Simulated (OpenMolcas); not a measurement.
# Potential curves of SiP: spin-free states

Computed with OpenMolcas 26.06: state-averaged CASSCF(9,8) over P 3s 3p, Si 3s 3p, XMS-CASPT2 (IPEA 0.25, imaginary shift 0.2 hartree), scalar X2C, ANO-RCC-VTZP, then RASSI spin–orbit state interaction with atomic mean-field integrals. C2 symmetry about the axis (a holds Σ, Δ, Γ; b holds Π, Φ, H; Σ⁺ and Σ⁻ are not told apart); roots by multiplicity and irrep: 2b 8, 2a 7, 4a 4, 4b 2, 6a 1.

XMS-CASPT2 energies in eV from the lowest point. Curves are followed by energy order within each symmetry, so they are adiabatic and may change character at avoided crossings; Σ⁺ and Σ⁻ are counted together.

```json
{"R (Å)": "1.802", "(1)2Σ": "0.673", "(1)2Π": "1.324", "(1)4Π": "5.226", "(1)4Δ": "4.463", "(2)2Σ": "3.784"}
{"R (Å)": "1.907", "(1)2Σ": "0.122", "(1)2Π": "0.472", "(1)4Π": "3.822", "(1)4Δ": "3.452", "(2)2Σ": "3.192"}
{"R (Å)": "2.001", "(1)2Σ": "0.000", "(1)2Π": "0.120", "(1)4Π": "3.032", "(1)4Δ": "2.957", "(2)2Σ": "2.914"}
{"R (Å)": "2.304", "(1)2Σ": "0.752", "(1)2Π": "0.404", "(1)4Π": "2.126", "(1)4Δ": "2.712", "(2)2Σ": "2.955"}
{"R (Å)": "2.451", "(1)2Σ": "1.343", "(1)2Π": "0.857", "(1)4Π": "2.139", "(1)4Δ": "2.925", "(2)2Σ": "3.194"}
{"R (Å)": "2.640", "(1)2Σ": "2.093", "(1)2Π": "1.503", "(1)4Π": "2.323", "(1)4Δ": "3.304", "(2)2Σ": "3.545"}
{"R (Å)": "2.933", "(1)2Σ": "2.978", "(1)2Π": "2.413", "(1)4Π": "2.785", "(1)4Δ": "3.867", "(2)2Σ": "4.066"}
{"R (Å)": "3.352", "(1)2Σ": "3.521", "(1)2Π": "3.159", "(1)4Π": "3.319", "(1)4Δ": "4.327", "(2)2Σ": "4.717"}
{"R (Å)": "3.981", "(1)2Σ": "3.744", "(1)2Π": "3.584", "(1)4Π": "3.655", "(1)4Δ": "4.484", "(2)2Σ": "5.272"}
```

The 5 lowest clean curves are shown; the next is (1)6Σ, from 3.44 eV. Left out for impure symmetry, kinks or missing points, though low: (1)4Σ, (2)2Π, (2)4Σ, (1)2Φ. Only roots inside an energy window near the equilibrium distance were included, so the list of states is not complete; labels number the states computed. Each spin and symmetry block has orbitals of its own, averaged over its own roots, so gaps between blocks are less sure than gaps within one and near the minimum can be off by tenths of an eV, in bad cases by more. No Rydberg orbitals are active, so Rydberg states, and σ→σ* states whose orbital the CASSCF left unused, can be missing between those listed. CASPT2 splits the two components of degenerate states numerically, here by up to 179 cm⁻¹. At stretched bonds a block can hold a wrong CASSCF solution and miss its lowest state; points past a visible jump are left out. No roots were computed in block 6b (none fell in the window or the block failed), so states of that kind are missing and can lie low or lowest. Points that failed a check (symmetry, reference weights, a jump) are left out.
